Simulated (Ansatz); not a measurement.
Two isomers of C5H8O: A = `C=CCOC=C`, B = `C1=COCCC1`.

Program: Ansatz. Geometries: PBE0-D4/def2-TZVP. ΔE: electronic, gas phase. CBS: MP2 limit from def2 TZ/QZ plus the TZ coupled-cluster correction, frozen cores. Functionals use def2-TZVPP. B3LYP here is the variant with VWN-RPA as its local correlation; programs differ in this. One conformer a species, not always the lowest.

**Question.** Which isomer does CCSD(T)/CBS put lower? Give the gap. (Best estimate.)

**Answer.** Ansatz gave: B, by 96.4 kJ/mol.

**Question.** Give E(B) − E(A) in kJ/mol with BLYP-D4, B2PLYP, PBE-D4, B3LYP-D4, HF/def2-TZVPP, PBE0-D4, B3LYP. (Estimate.)

**Answer.** Computed: BLYP-D4 -75.4, B2PLYP -88.3, PBE-D4 -100.1, B3LYP-D4 -86.7, HF/def2-TZVPP -81.5, PBE0-D4 -112.2, B3LYP -79.4. None reverses the order clearly.

**Question.** Does the order hold for the free energy at 298.15 K (harmonic terms from PBE0-D4)? (Estimate.)

**Answer.** The calculation gave: Yes: G(B) − G(A) = -79.1 kJ/mol, for one conformer each.

Largest T1 diagnostic: 0.012.

The D4 term adds −7.3 kJ/mol with B3LYP and −3.5 kJ/mol with PBE0; it sums over pairs of atoms, weighted by their polarisabilities, and B3LYP, whose exchange is more repulsive, gets the larger term. From PBE to PBE0 (25 % exact exchange), in def2-TZVPP and without D4, E(B) − E(A) moves by −12.9 kJ/mol.
